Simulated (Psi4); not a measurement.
**PH3 (phosphine): methods side by side**

The species is PH3 (4 atoms), meant as a singlet with charge 0. As SMILES, `P`. Geometry: optimised at PBE0/def2-TZVP.

Quantity: the HOMO–LUMO gap, in eV. The values are calculated.

| level | kind | program | value (eV) |
| --- | --- | --- | --- |
| PBE-D4/def2-TZVPP (density fitting) | GGA | Psi4 | 6.54 |
| r2SCAN-D4/def2-TZVPP (density fitting) | meta-GGA | Psi4 | 7.13 |
| B3LYP-D4/def2-TZVPP (density fitting) | global hybrid | Psi4 | 8.18 |
| PBE0-D4/def2-TZVPP (density fitting) | global hybrid | Psi4 | 8.65 |
| wB97M-V/def2-TZVPP (density fitting) | range-separated hybrid | Psi4 | 12.79 |

The values span 6.54 to 12.79 eV. Orbital gaps aren't excitation energies; they tend to grow with the share of exact exchange.
